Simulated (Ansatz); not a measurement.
Energy needed to pull apart BClF (SMILES F[B]Cl), doublet, into free ground-state atoms, from the structure below (displaced at random from a GFN2-xTB minimum); no zero-point or spin–orbit terms; open-shell atoms are treated unrestricted, in their ground-state multiplicity.

```
3
angstrom
F 0.5339 1.0779 0.3915
B -0.3956 0.2888 -0.1590
Cl -0.1432 -1.4169 -0.1993
```

Computed with Ansatz 0.2.0 (basis: def2-TZVPP); correlated methods freeze the cores; orbitals are unrestricted.

```
   method  atomization energy (eV)
   PBE-D4                    11.44
r2SCAN-D4                        ?
   B97M-V                    11.00
  PBE0-D4                    11.03
 HSE06-D4                    11.04
  wB97M-V                    10.85
       HF                     8.25
      MP2                        ?
     CCSD                    10.16
  CCSD(T)                    10.41
```

Problem. What does MP2 give? (To be estimated.)

Solution. Computed: 11.16 eV, which is about 0.75 eV more than CCSD(T)/def2-TZVPP.

Problem. What does r2SCAN-D4 give? (Judge from chemistry; the value comes from the calculation.)

Solution. The calculation gives: 11.22 eV, which is about 0.81 eV more than CCSD(T)/def2-TZVPP.

In triple zeta the MP2 and coupled-cluster atomization energies are still short of their basis limit by a few kcal/mol a bond, whereas those of the functionals are nearly converged, so these differences are not deviations from converged CCSD(T).

No T1 diagnostic of these runs exceeds 0.016. ⟨S²⟩ of the unrestricted Hartree–Fock references: 0.75 (a pure state has 0.75).

For scale, one of the runs: CCSD(T)/def2-TZVPP forces, 104 basis functions (an equivalent command: `ansatz run in.yaml --threads 4`). The run took 35 s on 4 CPU threads (shared host), with 1.2 GiB of host memory at its peak.
